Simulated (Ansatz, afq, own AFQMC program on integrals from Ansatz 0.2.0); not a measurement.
**Where AFQMC and coupled cluster stand for CH4ClOSeSi, doublet**

```xyz
9

C     0.5990   -1.5669    0.0325
O     0.5648   -0.3332   -0.6484
Si   -0.5352    0.8837   -0.5037
Cl   -2.4623    0.0976   -0.6050
Se   -0.4585    1.9233    1.5447
H     1.4515   -2.1487   -0.3466
H    -0.3266   -2.1419   -0.1368
H     0.7263   -1.4175    1.1184
H     0.9712    2.2352    1.3764
```

Basis def2-SVP. Only valence electrons are correlated. Ansatz 0.2.0 and our own AFQMC program on the same integrals; the CISD trial comes from CCSD amplitudes, and released means the phaseless constraint is let go. Error bars are statistical, one sigma. No spin–orbit coupling.

Determinant: UHF, the one that the program's search chose, which needn't be the lowest solution. The geometry is a PBE0/def2-SVP stationary point of this or a neighbouring charge and spin state.

No full CI on the walks' own integrals is used here. The released AFQMC energy serves as the reference, which it does only where one determinant dominates, the energy is flat over the last release times and near the phaseless one (40 meV or 2 meV an electron, half that with transition metals). On small molecules, where full CI could be run and the noise was under 10 meV, such values lay within 10 meV of it in 19 cases of 20, a flattering rate, since the rule was set on those same cases; what remains of the bias isn't in the error bar.

Cautions: no relativity below Rb; no spin-orbit coupling; inner d shell frozen; the released value is read at 0.90 1/Eh with a noise of 17 meV, more than in the cases checked (meV from the phaseless value at times in 1/Eh: 1 ± 11 at 0.21, 12 ± 14 at 0.42, 2 ± 20 at 0.63, -12 ± 17 at 0.90).

- T1 diagnostic: 0.0137
- weight of the determinant in the CISD state: 0.773
- ⟨S²⟩ of the determinant: 0.758
- size of the correlated space: 31 electrons in 90 orbitals

Problem. Estimate: order these by the size of their error in total energy against AFQMC with the constraint released, smallest first.
A. MP2
B. CCSD
C. CCSD(T)
D. phaseless AFQMC with a CISD trial

Solution. D (12.4 ± 21.4 meV), C (94.0 ± 17.4 meV), B (611.3 ± 17.4 meV), A (2017.3 ± 17.4 meV).

Reference: AFQMC with the constraint released, correlation energy -19.696 ± 0.017 eV.

Released energies are given only where the last usable release times agree within the noise; a slower fall can still hide under it.
